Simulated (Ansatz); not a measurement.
Compare A (`C1=CCCCC1`) with its isomer B (`C#CC(C)(C)C`).

Gas-phase electronic energies from Ansatz, PBE0-D4/def2-TZVP geometries. CCSD(T)/CBS is the MP2 limit (def2-TZVPP, def2-QZVPP) plus CCSD(T) − MP2 in def2-TZVPP, frozen cores. DFT in def2-TZVPP. B3LYP here is the variant with VWN-RPA as its local correlation; programs differ in this.

Which is lower in electronic energy at CCSD(T)/CBS, and by how much? (Estimate.)

Computed: A, by 123.2 kJ/mol.

Give E(B) − E(A) in kJ/mol with MP2/def2-TZVPP, CCSD(T)/def2-SVP, PBE-D4, B2PLYP, CCSD(T)/def2-TZVPP, B3LYP-D4, ωB97M-V. (An estimate is asked.)

Computed: MP2/def2-TZVPP 114.9, CCSD(T)/def2-SVP 131.4, PBE-D4 141.6, B2PLYP 119.2, CCSD(T)/def2-TZVPP 122.8, B3LYP-D4 127.6, ωB97M-V 130.5. None reverses the order clearly.

Does the order hold for the free energy at 298.15 K (harmonic terms from PBE0-D4)? (An estimate is asked.)

The calculation gave: Yes: G(B) − G(A) = +104.4 kJ/mol.

Largest T1 diagnostic: 0.010.

From BLYP to BHLYP (50 % exact exchange), in def2-TZVPP and without D4, E(B) − E(A) moves by +22.3 kJ/mol. At CCSD(T), def2-SVP lies +8.2 kJ/mol from the extrapolated value and def2-TZVPP −0.4 kJ/mol.
